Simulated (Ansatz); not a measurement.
# BNH₃ (doublet): the correlation ladder, def2-TZVPP

The task here is to estimate one member of a computed series from the others.

Computed with Ansatz 0.2.0, Gaussian basis. Level: def2-TZVPP, core rule «outside noble gas», up to 2 orbitals frozen.

Plan: UHF; ROHF; CCSD(T) on UHF.

2 further runs of the same task are left out: 2 set aside as unsound or not needed.

### What is computed

The geometry is a PBE0/def2-TZVP stationary point (not a proven minimum).

5 atoms, charge 0, spin multiplicity 2.

Atoms are counted from 1 here; the program's logs count them from 0.

Bond lengths: B1–N2 1.329 Å, B1–H3 1.210 Å, B1–H4 1.203 Å, N2–H5 0.999 Å. Angles: N2–B1–H3 118.6°, N2–B1–H4 121.4°, H3–B1–H4 120.0°, B1–N2–H5 163.5°.

As a file:

```
B     0.0000    0.0246    0.7072
N     0.0000   -0.0432   -0.6198
H     0.0000    1.1152    1.2324
H     0.0000   -0.9691    1.3860
H     0.0000    0.1907   -1.5912
```

The first run:

File in.yaml:

```yaml
crystal:
  periodic: [false, false, false]
  atoms:
    - {symbol: B, position_ang: [0.000000, 0.024631, 0.707241]}
    - {symbol: N, position_ang: [0.000000, -0.043245, -0.619792]}
    - {symbol: H, position_ang: [0.000000, 1.115161, 1.232352]}
    - {symbol: H, position_ang: [0.000000, -0.969115, 1.385961]}
    - {symbol: H, position_ang: [0.000000, 0.190722, -1.591212]}
basis:
  gaussian: {orbitals: def2-TZVPP}
magnetization: {spin_polarized: true, initial_magnetization: 1}
hamiltonian: {xc: hf}
output: {orbitals: {seedname: orbitals}}
```

On the command line:

```bash
$ ansatz run in.yaml --threads 1 --pin off --events-out ev --progress --plain --max-ram 3968MiB --backend cpu
```

Steps of the session up to this table: UHF; ROHF; CCSD(T) on UHF.

One of the session's tables, all rows but one given; the rest of the session is left out.

It belongs to the step «Misses and costs». 

| method | from UCCSD(T) (kJ/mol) |
| --- | --- |
| ROHF | +863.9 |
| UHF | +847.3 |
| UMP2 | +109.4 |
| UCCSD | ? |
| UCCSD(T) | 0 |

Estimate the missing values for UCCSD.

As computed: from UCCSD(T) (kJ/mol): +29.9. In the column «from UCCSD(T) (kJ/mol)» it lies between UCCSD(T) (0) and UMP2 (+109.4).

With the free atoms at the same levels and basis (separate runs), the atomisation energy is 15.921 eV at UCCSD(T), 12.036 eV at ROHF.
